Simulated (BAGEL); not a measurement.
**C3H5 (SMILES C=[C]C) at UHF/STO-3G (density fitting with qzvpp-jkfit)**

What is the vertical electron affinity of C3H5 at UHF/STO-3G (density fitting with qzvpp-jkfit)? 

The results are computed with BAGEL 1.2.2.

12 further runs of the same task are left out: 12 set aside as unsound or not needed.

## Step 1: Starting point

C3H5 has 8 atoms, charge 0, and is taken as a doublet. SMILES: `C=[C]C`. The coordinates come from a PBE0-D4/def2-TZVP relaxation.

Bond lengths: C1–C2 1.305 Å, C2–C3 1.459 Å, C1–H4 1.086 Å, C1–H5 1.094 Å, C3–H6 1.100 Å, C3–H7 1.093 Å, C3–H8 1.094 Å. Angles: C1–C2–C3 140.5°, C2–C1–H4 122.4°, C2–C1–H5 121.3°, C2–C3–H6 111.0°, C2–C3–H7 111.2°, C2–C3–H8 111.2°, H4–C1–H5 116.4°, H6–C3–H7 108.0°, H6–C3–H8 107.9°, H7–C3–H8 107.4°.

## Step 2: The energy at UHF/STO-3G (density fitting with qzvpp-jkfit)

hf.json

```json
{ "bagel": [

{
  "title": "molecule",
  "basis": "sto-3g",
  "df_basis": "qzvpp-jkfit",
  "angstrom": true,
  "geometry": [
    { "atom": "C", "xyz": [      -0.944900,       0.679700,      -0.871400 ] },
    { "atom": "C", "xyz": [      -0.231700,      -0.311600,      -0.412400 ] },
    { "atom": "C", "xyz": [       0.746600,      -0.607400,       0.629200 ] },
    { "atom": "H", "xyz": [      -1.620800,       0.568300,      -1.714200 ] },
    { "atom": "H", "xyz": [      -0.890800,       1.674900,      -0.420600 ] },
    { "atom": "H", "xyz": [       0.963600,       0.287000,       1.231000 ] },
    { "atom": "H", "xyz": [       1.687700,      -0.960800,       0.199000 ] },
    { "atom": "H", "xyz": [       0.382300,      -1.387300,       1.303800 ] }
  ]
},

{
  "title": "uhf",
  "nopen": 1
},

{
  "title": "print",
  "file": "orbitals.molden",
  "orbitals": true
}

]}
```

Command:

```console
$ BAGEL_NUM_THREADS=1 BAGEL hf.json > hf.out
```

Output (excerpt; [...] marks lines left out):

```text
* using 1 threads per process

  ===============================================================
  ===============================================================

  *** Geometry ***

  { "atom" : "C", "xyz" : [     -1.785602,      1.284447,     -1.646707 ] },
  { "atom" : "C", "xyz" : [     -0.437850,     -0.588839,     -0.779323 ] },
  { "atom" : "C", "xyz" : [      1.410870,     -1.147820,      1.189016 ] },
  { "atom" : "H", "xyz" : [     -3.062868,      1.073931,     -3.239369 ] },
  { "atom" : "H", "xyz" : [     -1.683368,      3.165102,     -0.794819 ] },
  { "atom" : "H", "xyz" : [      1.820940,      0.542351,      2.326253 ] },
  { "atom" : "H", "xyz" : [      3.189291,     -1.815649,      0.376055 ] },
  { "atom" : "H", "xyz" : [      0.722442,     -2.621617,      2.463825 ] },

  Number of auxiliary basis functions:      315

  Since a DF basis is specified, we compute 2- and 3-index integrals:
    o Being stored without compression. Storage requirement is 0.001 GB

  Number of basis functions:       20
  Number of electrons      :       23

    * METHOD: MOLECULE                             0.05

  *** Open-shell HF ***

  === Nuclear Repulsion ===
    64.0732578669

      * DIIS with orbital gradients will be used.

  === UHF iteration (sto-3g) ===
      0       -114.96923188          0.02398608           0.00
      1       -115.00359123          0.00778923           0.00
      2       -115.00833578          0.00295852           0.00
      3       -115.01040511          0.00089934           0.00
      4       -115.01181339          0.00035559           0.00
      5       -115.01394752          0.00020002           0.00
      6       -115.01577113          0.00019969           0.00
      7       -115.01608187          0.00020057           0.00
      8       -115.01330844          0.00023587           0.00
      9       -115.01716182          0.00023517           0.00
     10       -115.01408107          0.00023485           0.00
     11       -115.01197501          0.00020501           0.00
     12       -115.01177394          0.00017685           0.00
     13       -115.01174301          0.00017537           0.00
     14       -115.00899049          0.00022727           0.00
     15       -115.00563301          0.00032352           0.00
     16       -115.00450141          0.00018692           0.00
     17       -115.00720149          0.00030159           0.00
     18       -115.00785787          0.00049856           0.00
     19       -115.00500058          0.00038419           0.00
     20       -115.00324465          0.00023564           0.00
     21       -115.00525410          0.00048583           0.00
     22       -115.00802759          0.00058568           0.00
     23       -114.99750170          0.00062685           0.00
     24       -115.01085771          0.00071847           0.00
     25       -115.01074893          0.00074429           0.00
     26       -115.00977534          0.00094277           0.00
[... 16 lines of this table left out ...]
     43       -115.01739032          0.00021882           0.00
     44       -115.02021209          0.00011948           0.00
     45       -115.02105168          0.00009632           0.00
     46       -115.02093615          0.00006825           0.00
     47       -115.02114772          0.00001100           0.00
     48       -115.02114618          0.00000794           0.00
     49       -115.02114822          0.00000361           0.00
     50       -115.02114825          0.00000116           0.00
     51       -115.02114828          0.00000022           0.00
     52       -115.02114828          0.00000013           0.00
     53       -115.02114828          0.00000007           0.00
     54       -115.02114828          0.00000002           0.00
     55       -115.02114828          0.00000001           0.00
    * SCF iteration converged.

    * S^2 (UHF) is 1.0911

    * Permanent dipole moment:
           (   -0.125575,     0.018863,    -0.141255) a.u.

    * METHOD: UHF                                  0.24

    * METHOD: PRINT                                0.00

  ===============================================================
```

Run time: 0.64 s. Hardware: 1 thread of Intel Xeon 6975P-C (Granite Rapids), shared host; peak memory 0.078 GiB.

## Step 3: The singlet anion, same level

job.json

```json
{ "bagel": [

{
  "title": "molecule",
  "basis": "sto-3g",
  "df_basis": "qzvpp-jkfit",
  "angstrom": true,
  "geometry": [
    { "atom": "C", "xyz": [      -0.944900,       0.679700,      -0.871400 ] },
    { "atom": "C", "xyz": [      -0.231700,      -0.311600,      -0.412400 ] },
    { "atom": "C", "xyz": [       0.746600,      -0.607400,       0.629200 ] },
    { "atom": "H", "xyz": [      -1.620800,       0.568300,      -1.714200 ] },
    { "atom": "H", "xyz": [      -0.890800,       1.674900,      -0.420600 ] },
    { "atom": "H", "xyz": [       0.963600,       0.287000,       1.231000 ] },
    { "atom": "H", "xyz": [       1.687700,      -0.960800,       0.199000 ] },
    { "atom": "H", "xyz": [       0.382300,      -1.387300,       1.303800 ] }
  ]
},

{ "title": "hf", "charge": -1 },

{ "title": "print", "file": "orbitals.molden", "orbitals": true }

]}
```

Command:

```console
$ BAGEL_NUM_THREADS=1 BAGEL job.json > job.out
```

Output:

```text
* using 1 threads per process

  ===============================================================
  ===============================================================

  *** Geometry ***

  { "atom" : "C", "xyz" : [     -1.785602,      1.284447,     -1.646707 ] },
  { "atom" : "C", "xyz" : [     -0.437850,     -0.588839,     -0.779323 ] },
  { "atom" : "C", "xyz" : [      1.410870,     -1.147820,      1.189016 ] },
  { "atom" : "H", "xyz" : [     -3.062868,      1.073931,     -3.239369 ] },
  { "atom" : "H", "xyz" : [     -1.683368,      3.165102,     -0.794819 ] },
  { "atom" : "H", "xyz" : [      1.820940,      0.542351,      2.326253 ] },
  { "atom" : "H", "xyz" : [      3.189291,     -1.815649,      0.376055 ] },
  { "atom" : "H", "xyz" : [      0.722442,     -2.621617,      2.463825 ] },

  Number of auxiliary basis functions:      315

  Since a DF basis is specified, we compute 2- and 3-index integrals:
    o Being stored without compression. Storage requirement is 0.001 GB

  Number of basis functions:       20
  Number of electrons      :       23

    * METHOD: MOLECULE                             0.05

  *** RHF ***

  === Nuclear Repulsion ===
    64.0732578669

      * DIIS with orbital gradients will be used.

  === RHF iteration (sto-3g) ===
      0       -114.71158891          0.02228308           0.00
      1       -114.77668712          0.00636418           0.00
      2       -114.78283891          0.00238201           0.00
      3       -114.78380865          0.00061360           0.00
      4       -114.78393880          0.00017485           0.00
      5       -114.78394814          0.00003603           0.00
      6       -114.78394846          0.00000455           0.00
      7       -114.78394847          0.00000124           0.00
      8       -114.78394847          0.00000017           0.00
      9       -114.78394847          0.00000007           0.00
     10       -114.78394847          0.00000002           0.00
     11       -114.78394847          0.00000001           0.00
    * SCF iteration converged.

    * Permanent dipole moment:
           (   -0.723256,     0.093890,    -0.819077) a.u.

    * METHOD: HF                                   0.05

    * METHOD: PRINT                                0.00

  ===============================================================
```

It took 0.42 s on 1 thread of Intel Xeon 6975P-C (Granite Rapids), shared host; peak memory 0.078 GiB.

## Step 4: Summary of results

Level: UHF/STO-3G (density fitting with qzvpp-jkfit).

| quantity | value |
| --- | --- |
| doublet C3H5: total energy | -115.02115 Eh |
| doublet C3H5: dipole moment | 0.48 D |
| doublet C3H5: ⟨S²⟩ | 1.091 |
| singlet anion: total energy | -114.78395 Eh |
| singlet anion: HOMO energy | 4.32 eV |
| singlet anion: LUMO energy | 19.28 eV |
| singlet anion: HOMO–LUMO gap (to an unbound level, set by the basis) | 14.97 eV |
| vertical electron affinity (to the singlet anion) | -6.455 eV |

The anion lies 6.45 eV (149 kcal/mol) above the neutral: the electron isn't bound at this level, and such a value depends on the basis. Without diffuse functions anions come out too high. Hartree–Fock misses the correlation that binds many anions. In a minimal basis such a difference can be off by several eV, whatever the method. ⟨S²⟩ (doublet C3H5) is 1.09 where a pure doublet has 0.75: the reference is spin-contaminated. The HOMO (singlet anion) lies at positive energy, 4.32 eV: the electron is unbound at this level or held by a compact basis; values depend on the basis.
